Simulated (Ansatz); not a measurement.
**P2H (doublet): from Hartree-Fock to the top rungs, def2-QZVPP**

One table from this session's results is given with a row withheld; the runs are named, their logs left out.

Method: def2-QZVPP, core rule «outside noble gas», up to 10 orbitals frozen; program: Ansatz 0.2.0, Gaussian basis.

The runs, in order: UHF; ROHF; CCSD(T) on UHF.

2 further runs of the same task are left out: 2 set aside as unsound or not needed.

**What is computed**

The geometry is a PBE0/def2-TZVP stationary point (not a proven minimum).

3 atoms, charge 0, spin multiplicity 2.

Atoms are counted from 1 here; the program's logs count them from 0.

Bond lengths: P1–P2 1.991 Å, P1–H3 1.433 Å. Angles: P2–P1–H3 97.2°.

Coordinates:

```xyz
3

P     0.0000   -0.0767    0.9739
P     0.0000    0.0334   -1.0140
H     0.0000    1.3332    1.2319
```

Set-up of the first run:

File in.yaml:

```yaml
crystal:
  periodic: [false, false, false]
  atoms:
    - {symbol: P, position_ang: [0.000000, -0.076741, 0.973875]}
    - {symbol: P, position_ang: [0.000000, 0.033358, -1.013963]}
    - {symbol: H, position_ang: [0.000000, 1.333150, 1.231888]}
basis:
  gaussian: {orbitals: "def2-QZVPP.json"}
magnetization: {spin_polarized: true, initial_magnetization: 1}
hamiltonian: {xc: hf}
output: {orbitals: {seedname: orbitals}}
```

Run with:

```sh
$ ansatz run in.yaml --threads 1 --pin off --events-out ev --progress --plain --max-ram 2393MiB
```

Among the steps run: UHF; ROHF; CCSD(T) on UHF.

One table of the session follows, with a row left open; its other results are not shown here.

| method | from UCCSD(T) (kcal/mol) |
| --- | --- |
| ROHF | +213.79 |
| UHF | ? |
| UMP2 | +39.02 |
| UCCSD | +12.37 |
| UCCSD(T) | 0 |

Estimate the missing values for UHF.

**Answer.** from UCCSD(T) (kcal/mol): +204.39. In the column «from UCCSD(T) (kcal/mol)» it lies between UMP2 (+39.02) and ROHF (+213.79).
